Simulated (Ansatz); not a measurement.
## Relaxing Cs2Zn

All numbers below come from DFT PBE, scalar-relativistic, plane waves, PAW in Ansatz 0.2.0. Cutoff 420 eV, Γ-centred k mesh, Gaussian smearing, no spin polarisation in the final step.

Cs2Zn was placed on the sites of a reported Li2Pt cell (P6/mmm, No. 191), with Zn in place of Pt, Cs in place of Li, at a guessed volume.

```
Cs Zn
1.0
     5.77728    0.00000    0.00000
    -2.88864    5.00327    0.00000
     0.00000    0.00000    3.67256
Cs Zn
2 1
Direct
  0.33333 0.66667 0.50000
  0.66667 0.33333 0.50000
  0.00000 0.00000 0.00000
```

Cell and atoms relax at zero pressure; the relaxation can't lower the symmetry of the start. After a coarse first stage the cell is made exact in the group found at 0.06 Å.

The zero of energy is the elements' standard structures at the same level; no fitted shifts are applied.

(1) Which crystal results?

(2) What are its volume, energy, density and gap?

## Answers

(1) It keeps P6/mmm (No. 191). Conventional cell: a = 7.092 Å, c = 4.617 Å. Cs is coordinated by 3 Cs at 4.09 Å, 2 Cs at 4.62 Å and 6 Zn at 4.70 Å; Zn is coordinated by 2 Zn at 4.62 Å and 12 Cs at 4.70 Å.

```xyz
3
Lattice="7.0921 0.0000 0.0000 -3.5460 6.1419 0.0000 0.0000 0.0000 4.6169" Properties=species:S:1:pos:R:3 pbc="T T T"
Cs    0.0000    4.0946    2.3085
Cs    3.5460    2.0473    2.3085
Zn    0.0000    0.0000    0.0000
```

(2) The volume per atom is 67.04 Å³ and the density is 2.73 g/cm³. The energy over the elements is 0.33 eV/atom and the gap on the 12×12×10 mesh is 0 eV (a metal).

The final run used a 12×12×10 mesh on its 3-atom cell and 0.10 eV smearing. For metals, differences of a few meV/atom aren't resolved. Symmetry constrained the relaxation, so the result can be a saddle point.

Cost: 3 runs of about 1.8 core-minutes in all, on Arm Neoverse V2 (shared hosts).